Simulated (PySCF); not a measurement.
**SiH⁺: energy against distance**

Set-up: PySCF, no relativity, basis sets Si 6-311G(d,p), H 6-311G(d,p). Energies in eV from Si⁺ + H in their ground configurations at the same level. State: ¹Σ⁺ (singlet), closed shell.

All columns are r²SCAN0. A positive dipole points towards H; it is taken about the centre of mass and depends on that origin.

```
R (Å)  E (eV)  μ (D)  Mulliken charge on Si (basis-dependent)  HOMO (eV)  LUMO (eV)  Mayer bond order  ⟨S²⟩
1.308  -2.705   0.83                                     1.05     -15.68     -10.38              0.88  0.00
1.369  -2.967   0.74                                     1.04     -15.65     -10.38              0.89  0.00
1.430  -3.115   0.66                                     1.04     -15.60     -10.38              0.91  0.00
1.475  -3.167   0.60                                     1.04     -15.56     -10.39              0.92  0.00
1.521  -3.177   0.53                                     1.03     -15.51     -10.40              0.93  0.00
1.567  -3.153   0.47                                     1.03     -15.45     -10.40              0.93  0.00
1.627  -3.079   0.40                                     1.03     -15.37     -10.42              0.94  0.00
1.704  -2.934   0.31                                     1.02     -15.25     -10.43              0.95  0.00
1.795  -2.705   0.21                                     1.01     -15.08     -10.45              0.96  0.00
1.917  -2.344   0.10                                     1.00     -14.84     -10.48              0.97  0.00
```

A fit through these points gives, at Re = 1.511 Å, μ = 0.55 D and dμ/dR = -1.34 D/Å; the reduced mass is 0.9728 u.

Q: How strong is the fundamental in the double-harmonic approximation, I = 42.26·(dμ/dR)²/μred km/mol?

A: I = 42.26·(-1.34)²/0.9728 = 78.0 km/mol at r²SCAN0.

For an ion De counts to the pair picked by the measured ionisation energies or electron affinities, which need not be the lowest pair at this level.
